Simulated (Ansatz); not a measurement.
The inner images of a band of BH$_{5}$S (7 atoms, charge 0, multiplicity 1) are given out of order.

Method: RKS BLYP/def2-SVP in Ansatz 0.2.0.

First end point:

```xyz
7
Properties=species:S:1:pos:R:3
B 0.032 0.016 0.071
H 0.347 0.691 1.040
H 0.866 -0.012 -0.821
H -1.137 0.054 -0.269
S 0.327 -1.867 0.865
H -0.240 -2.698 -0.062
H -0.732 -2.021 1.718
```

Last end point:

```xyz
7
Properties=species:S:1:pos:R:3
B 0.068 -0.429 -1.192
H -0.240 -0.544 3.853
H 0.973 0.335 -1.433
H -1.041 -0.296 -1.652
S 0.480 -1.785 -0.103
H -0.734 -2.412 -0.061
H -0.041 -0.707 3.131
```

Q: Put them in order from the first end to the last, with their energies above the first end.
A.
```xyz
7
Properties=species:S:1:pos:R:3
B 0.069 -0.570 -0.448
H -0.247 0.300 2.321
H 1.002 0.195 -0.511
H -1.080 -0.203 -0.494
S 0.503 -2.300 -0.295
H -0.752 -2.835 -0.220
H -0.030 -0.423 2.190
```
B.
```xyz
7
Properties=species:S:1:pos:R:3
B -0.042 -0.014 0.023
H -0.318 0.328 1.162
H 1.062 0.317 -0.369
H -0.960 -0.054 -0.770
S 0.379 -2.115 0.417
H -0.874 -2.661 0.403
H 0.216 -1.639 1.677
```
C.
```xyz
7
Properties=species:S:1:pos:R:3
B 0.072 -0.522 -0.217
H -0.243 0.207 1.711
H 1.011 0.235 -0.317
H -1.057 -0.160 -0.449
S 0.496 -2.285 -0.011
H -0.771 -2.771 0.148
H -0.043 -0.541 1.680
```
D.
```xyz
7
Properties=species:S:1:pos:R:3
B -0.010 -0.226 0.072
H -0.252 0.125 1.300
H 1.028 0.314 -0.233
H -1.040 -0.126 -0.548
S 0.489 -2.238 0.330
H -0.787 -2.721 0.352
H 0.036 -0.966 1.270
```
E.
```xyz
7
Properties=species:S:1:pos:R:3
B 0.053 -0.457 -0.945
H -0.219 -0.223 3.496
H 0.962 0.330 -1.068
H -1.085 -0.199 -1.255
S 0.504 -2.047 -0.265
H -0.723 -2.648 -0.271
H -0.029 -0.593 2.852
```
F.
```xyz
7
Properties=species:S:1:pos:R:3
B 0.042 -0.532 -0.686
H -0.197 0.142 3.031
H 0.956 0.259 -0.694
H -1.108 -0.209 -0.865
S 0.505 -2.232 -0.388
H -0.731 -2.813 -0.443
H -0.004 -0.452 2.589
```
G.
```xyz
7
Properties=species:S:1:pos:R:3
B 0.029 0.025 0.025
H 0.009 0.587 1.107
H 1.033 0.196 -0.644
H -1.028 -0.033 -0.576
S 0.356 -1.972 0.659
H -0.679 -2.664 0.094
H -0.256 -1.976 1.878
```

A: G (+0.06 eV), B (+0.21 eV), D (+0.65 eV), C (+0.03 eV), A (-0.29 eV), F (-0.33 eV), E (-0.34 eV).

Time of the run: 90 s on 1 thread of Arm Neoverse V2, with other jobs on the host, peak memory 0.098 GiB.
